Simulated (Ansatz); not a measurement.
Band gap of zinc-blende HgTe at several levels of theory

No measured value is used here.

```
level (code)           value (eV)  cell (Å³/atom)
---------------------  ----------  --------------
LDA+SOC (Ansatz)             0.00           33.59
RPBE (Ansatz)                0.00           33.59
rVV10 (Ansatz)               0.00           36.99
Hartree–Fock (Ansatz)           ?           33.59
```

Task: What belongs in the gaps?

Result: 
- Hartree–Fock (Ansatz, an electronic-structure program), value (eV): 5.52

Computed values are for a static lattice. Levels without +SOC have no spin–orbit coupling; where heavier elements are present it shifts gaps, mostly down, and can invert bands. A gap of zero means that the bands touch or overlap; how far they overlap is not shown.  rVV10: the gap is read on the k mesh or supercell of the run alone and can be too large. Values are at the measured cell; rVV10 at the level's own equilibrium cell. Cutoffs and k meshes differ between the levels. Ansatz's density-functional and Hartree–Fock values are scalar-relativistic unless marked +SOC, with PAW data made under PBE.
